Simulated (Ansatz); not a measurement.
# CH2NO radical (SMILES [NH]C=O): functionals against CCSD(T) at one geometry

A test off equilibrium: a frame of a short trajectory is computed at several levels, and each is set against CCSD(T).

Method: single points in def2-TZVPP; program: Ansatz 0.2.0, Gaussian basis.

Cores are frozen in the correlated methods. Orbitals are unrestricted.

## (1) Starting geometry

5 atoms, charge 0, spin multiplicity 2.

Atoms are counted from 1 here; the program's logs count them from 0.

Bond lengths: N1–C2 1.429 Å, N1–H4 1.011 Å, C2–O3 1.214 Å, C2–H5 1.123 Å. Angles: C2–N1–H4 111.1°, N1–C2–O3 129.2°, N1–C2–H5 109.6°, O3–C2–H5 118.8°.

Coordinates:

```xyz
5

N    -0.7396    0.6085   -0.4416
C     0.2747   -0.0818    0.2910
O     0.7150   -1.2012    0.1243
H    -1.5660    0.7480    0.1229
H     0.8820    0.6569    0.8792
```

## (2) PBE-D4/def2-TZVPP

File run/in.yaml:

```yaml
crystal:
  periodic: [false, false, false]
  atoms:
    - {symbol: N, position_ang: [-0.739613, 0.608483, -0.441619]}
    - {symbol: C, position_ang: [0.274672, -0.081761, 0.291014]}
    - {symbol: O, position_ang: [0.715019, -1.201165, 0.124306]}
    - {symbol: H, position_ang: [-1.566037, 0.748050, 0.122899]}
    - {symbol: H, position_ang: [0.882045, 0.656894, 0.879160]}
basis:
  gaussian: {orbitals: def2-TZVPP}
magnetization: {spin_polarized: true, initial_magnetization: 1}
hamiltonian: {xc: pbe, dispersion: d4}
output: {forces: true}
```

Run with:

```sh
ansatz run in.yaml --threads 2 --pin off --events-out ev --progress --plain --max-ram 3481MiB
```

## (3) r2SCAN-D4/def2-TZVPP

run/in.yaml: that of step 2 with these lines changed.

```diff
@@ -11,3 +11,3 @@
 magnetization: {spin_polarized: true, initial_magnetization: 1}
-hamiltonian: {xc: pbe, dispersion: d4}
+hamiltonian: {xc: r2scan, dispersion: d4}
 output: {forces: true}
```

## (4) PBE0-D4/def2-TZVPP

run/in.yaml: that of step 3 with these lines changed.

```diff
@@ -11,3 +11,3 @@
 magnetization: {spin_polarized: true, initial_magnetization: 1}
-hamiltonian: {xc: r2scan, dispersion: d4}
-output: {forces: true}
+hamiltonian: {xc: pbe0, dispersion: d4}
+output: {forces: true, orbitals: {seedname: orbitals}}
```

## (5) wB97M-V/def2-TZVPP

run/in.yaml: that of step 4 with these lines changed.

```diff
@@ -11,3 +11,3 @@
 magnetization: {spin_polarized: true, initial_magnetization: 1}
-hamiltonian: {xc: pbe0, dispersion: d4}
-output: {forces: true, orbitals: {seedname: orbitals}}
+hamiltonian: {xc: {name: wB97M-V}}
+output: {forces: true}
```

## (6) CCSD(T)/def2-TZVPP

run/in.yaml: that of step 5 with these lines changed.

```diff
@@ -11,3 +11,4 @@
 magnetization: {spin_polarized: true, initial_magnetization: 1}
-hamiltonian: {xc: {name: wB97M-V}}
+correlation: {method: ccsd_t}
+scf: {omitted_lower_state_checks: [cluster_reference]}
 output: {forces: true}
```

(Steps that only read results are left out.)

Before running it: what results should come out? Wanted: energy less free atoms, CCSD(T)/def2-TZVPP; RMS force component; RMS force error; HOMO and LUMO, PBE0-D4; T1 diagnostic.

**Answer**, as computed:

| quantity | value |
| --- | --- |
| energy less free atoms, CCSD(T)/def2-TZVPP | -1780.2 kJ/mol |
| RMS force component | 0.599 to 0.807 eV/Å over the methods |
| RMS force error | PBE-D4 0.393, r2SCAN-D4 0.265, PBE0-D4 0.365, wB97M-V 0.297 eV/Å |
| HOMO and LUMO, PBE0-D4 | -8.07 and -3.72 eV |
| T1 diagnostic | 0.018 |

What this shows: Against CCSD(T) the functionals' energies less atoms differ by -187.2 to -82.5 kJ/mol, PBE-D4 by -187.2 kJ/mol. CCSD(T) in triple zeta still lacks some correlation energy of the bonds, so part of these gaps is its own basis error and they don't rank the functionals. For forces r2SCAN-D4 does best and PBE-D4 worst. Frozen-core CCSD(T) forces in triple zeta carry basis errors of their own, and this is one geometry, so small gaps rank nothing.
